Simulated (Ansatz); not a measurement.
**Al–AlH–Cl⁺, doublet: reading a ladder of total energies**

Geometry: that of the Al–AlH–Cl, triplet, kept fixed.

```xyz
4

Al    0.0000   -0.3948    2.2333
Al    0.0000    0.8333    0.0097
Cl    0.0000   -0.4023   -1.7036
H     0.0000    2.4107   -0.1201
```

Basis cc-pVDZ; Ansatz 0.2.0. Only valence electrons are correlated (noble-gas cores frozen), which leaves 13 electrons in 44 orbitals. R marks a restricted (for open shells ROHF) determinant, U an unrestricted one.

Full CI isn't at hand for all of this; UCCSDT(Q) serves as the reference, and is uncertain by about the last step of the cluster series.

Runs differ by some tens of microhartree through their thresholds and, for an open shell, their frozen cores, so steps under 0.03 kcal/mol mean nothing.

| level | total energy (hartree) |
| --- | --- |
| UHF | -943.712822 |
| UMP2 | -943.923520 |
| UCCSD | -943.959014 |
| UCCSD(T) | -943.965003 |
| UCCSDT | -943.966047 |
| UCCSDT(Q) | -943.966580 |

What is the correlation energy at UCCSDT(Q), and what share of it do UMP2 and UCCSD recover?

E(corr) = -943.966580 − (-943.712822) = -0.253758 hartree = -6.905 eV. UMP2: -0.210698 / -0.253758 = 83.03 %. UCCSD: -0.246192 / -0.253758 = 97.02 %.

By how many kcal/mol does UCCSD(T) miss UCCSDT(Q) (1 hartree = 627.509 kcal/mol), and which steps make up the rest?

-943.965003 − (-943.966580) = 0.001577 hartree = 0.99 kcal/mol. Steps: UCCSDT − UCCSD(T) = -0.66, UCCSDT(Q) − UCCSDT = -0.33 kcal/mol. Differences between like states or geometries often cancel part of this.
